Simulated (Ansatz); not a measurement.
Consider BAs in the zinc blende structure (space group F-43m, No. 216; a = 4.768 Å).

All numbers come from PBEsol (Ansatz, a program for electronic structure), spin-orbit coupling left out.

One thing is altered: full substitution B → In; the structure is relaxed again.

Measured lattice parameter a: BAs 4.777 Å (room temperature; as listed in M J Lucero, T M Henderson, G E Scuseria, Journal of Physics Condensed Matter (2012)); InAs 6.047 Å (static lattice; corrected from measurement; as listed in Daniel Mejia-Rodriguez, S. B. Trickey, Phys. Rev. B (2018)).

Task: How well does PBEsol reproduce the measured shift?

Result: With PBEsol the lattice parameter a moves by +1.319 Å (4.768 → 6.087) against +1.270 Å measured. The two measured values stand on different bases (one corrected, one not), which blurs small differences.

Stability against distortions was not tested. All final runs are without spin polarisation.
